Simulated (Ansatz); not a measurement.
# H3NO (hydroxylamine): levels of theory compared

Wanted: a comparison of 6 runs (UHF/STO-3G, HSE06/STO-3G, UB3LYP/STO-3G, wB97X/STO-3G, RPA@PBE/STO-3G, CCSDT(Q)/STO-3G) of H3NO (hydroxylamine). 

The calculation is run with Ansatz 0.2.0.

51 further runs of the same task are left out: 1 that didn't finish, 50 set aside as unsound or not needed.

### 1 The structure to begin with

H3NO has 5 atoms, charge 0, and is taken as a singlet. SMILES: `NO`. The H4–N1 distance was set to 1.530 Å, away from the relaxed value. At this shape a bond of the SMILES string is far longer than usual.

Bond lengths: N1–O2 1.432 Å, N1–H3 1.020 Å, O2–H5 0.966 Å. Angles: N1–O2–H5 105.0°, O2–N1–H3 105.6°. A long bond or contact: N1–H4 1.530 Å.

### 2 The energy at UHF/STO-3G (run 1)

The input, in.yaml:

```yaml
crystal:
  periodic: [false, false, false]
  atoms:
    - symbol: N
      position_ang: [0.309993, -0.492508, -0.242068]
    - symbol: O
      position_ang: [0.860633, 0.548182, 0.572612]
    - symbol: H
      position_ang: [0.327133, -1.332208, 0.336112]
    - symbol: H
      position_ang: [-1.156690, -0.114310, -0.454620]
    - symbol: H
      position_ang: [1.614543, 0.886562, 0.071382]
basis:
  gaussian:
    orbitals: STO-3G
magnetization:
  spin_polarized: true
  initial_magnetization: 0
hamiltonian:
  xc: hf
accuracy: high
```

Launch:

```
$ ansatz run in.yaml --threads 1 --pin off --max-ram 2610MiB --events-out events.jsonl --progress --plain --runs-dir runs
```

The log of the run:

```text
Warning: RAYON_NUM_THREADS=1 ignored (pool sized by the plan → 1); use --threads N
Functional definition: HF
  name "HF"
  exchange = exact_x
  correlation = 0
208 factors; integrals over basis functions are off by at most 2.9e-8 eV
mean field evaluation 1: about -3513.4793 eV, gradient 9.1e0 eV
mean field evaluation 2: about -3513.5957 eV, gradient 9.2e0 eV
mean field evaluation 4: about -3514.2616 eV, gradient 8.8e-1 eV
mean field evaluation 8: about -3514.2768 eV, gradient 1.6e-2 eV
mean field evaluation 16: about -3514.4344 eV, gradient 8.4e-1 eV
mean field evaluation 32: about -3514.5491 eV, gradient 2.8e-2 eV
mean field -3514.52336363 eV, -129.1563513839 hartree, gradient 6.0e-8 eV, S^2 0.396347; 2 other end points of the search recorded, 0 dependent functions left out
reference -3514.52336363 eV, -129.1563513839 hartree; 9, 9 occupied and 4, 4 virtual orbitals, 208 factors
Total energy: -3514.52336363 eV, -129.1563513839 hartree
```

Run time: 0.1 s. Hardware: 1 thread of Arm Neoverse V1, shared host.

### 3 A single-point energy at HSE06/STO-3G (run 2)

The input, run.yaml:

```yaml
crystal:
  periodic: [false, false, false]
  atoms:
    - symbol: N
      position_ang: [0.309993, -0.492508, -0.242068]
    - symbol: O
      position_ang: [0.860633, 0.548182, 0.572612]
    - symbol: H
      position_ang: [0.327133, -1.332208, 0.336112]
    - symbol: H
      position_ang: [-1.156690, -0.114310, -0.454620]
    - symbol: H
      position_ang: [1.614543, 0.886562, 0.071382]
basis:
  gaussian:
    orbitals: STO-3G
hamiltonian:
  xc: {name: HSE06}
accuracy: high
```

Launch:

```
$ ansatz run run.yaml --threads 1 --pin off --max-ram 2610MiB --events-out events.jsonl --progress --plain --runs-dir runs
```

The log of the run:

```text
Warning: RAYON_NUM_THREADS=1 ignored (pool sized by the plan → 1); use --threads N
Functional definition: HSE06
  name "HSE06"
  parameter a = 0.25
  parameter omega = 0.11/bohr
  exchange = pbe_x - a*pbe_x_sr(omega) + a*exact_x_sr(omega)
  correlation = pbe_c
208 factors; integrals over basis functions are off by at most 2.9e-8 eV
46 factors; integrals over basis functions are off by at most 2.8e-10 eV
mean field evaluation 1: about -3529.1859 eV, gradient 8.2e0 eV
mean field evaluation 2: about -3529.2987 eV, gradient 6.6e0 eV
mean field evaluation 4: about -3529.4561 eV, gradient 4.1e-1 eV
mean field evaluation 8: about -3529.4366 eV, gradient 5.7e-3 eV
mean field evaluation 16: about -3529.4366 eV, gradient 2.1e-8 eV
mean field -3529.43663835 eV, -129.7044041211 hartree, gradient 2.1e-8 eV, S^2 0.000000; 0 other end points of the search recorded, 0 dependent functions left out
reference -3529.43664011 eV, -129.7044041858 hartree; 9, 9 occupied and 4, 4 virtual orbitals, 208 factors
Total energy: -3529.43664011 eV, -129.7044041858 hartree
```

Run time: 0.89 s. Hardware: 1 thread of Arm Neoverse V1, shared host.

Runs 3 to 5 aren't shown in full; the table further down has their settings and results.

### 4 A single-point energy at CCSDT(Q)/STO-3G (run 6)

in.yaml, as its differences from that of step 2:

```diff
@@ -16,7 +16,7 @@
     orbitals: STO-3G
-magnetization:
-  spin_polarized: true
-  initial_magnetization: 0
-hamiltonian:
-  xc: hf
+correlation:
+  method: ccsdt_q
+  frozen_orbitals: {H: 0, "N": 1, O: 1}
 accuracy: high
+scf:
+  omitted_lower_state_checks: [cluster_reference, increment]
```

Launch:

```
$ ansatz run in.yaml --threads 1 --pin off --max-ram 2610MiB --events-out events.jsonl --progress --plain --runs-dir runs
```

The log of the run:

```text
Warning: RAYON_NUM_THREADS=1 ignored (pool sized by the plan → 1); use --threads N
[... 11 lines left out ...]
2 core orbitals not correlated: weight in the atoms' cores, before any rotation towards them, 1.000 or more for the frozen orbitals, at most 0.000 for the correlated occupied ones
[... 32 lines left out ...]
Total energy: -3518.52691593 eV, -129.3034792173 hartree
Checks for a lower state left out: cluster_reference, increment
```

Run time: 0.22 s. Hardware: 1 thread of Arm Neoverse V1, shared host.

### 5 All runs side by side

```
run            level  frozen core orbitals  energy (Eh)  wall time
  1       UHF/STO-3G                     –  -129.156351      0.1 s
  2     HSE06/STO-3G                     –  -129.704404     0.89 s
  3    UB3LYP/STO-3G                     –  -129.834008      1.2 s
  4     wB97X/STO-3G                     –  -129.816199      3.6 s
  5   RPA@PBE/STO-3G                     2  -129.367930        1 s
  6  CCSDT(Q)/STO-3G                     2  -129.303479     0.22 s
```

### 6 Summary of results

| quantity | value |
| --- | --- |
| run 6: total energy | -129.30348 Eh |
| run 6: correlation energy (2 core orbitals frozen) | -156.2 mEh |
| run 6: T1 diagnostic | 0.015 |

What this shows: Totals of different functionals can't be ranked against each other. In run 6 the log says that unrestricted orbitals would lower the reference, so the values rest on an unstable closed-shell determinant (other closed-shell runs at this shape may share the fault). In runs 1, 2, 3, 4, 5, 6 the basis is minimal, so the values are rough. Spin contamination of the reference: run 1 ⟨S²⟩ = 0.40. All runs together took 7.1 s, the longest 3.6 s.
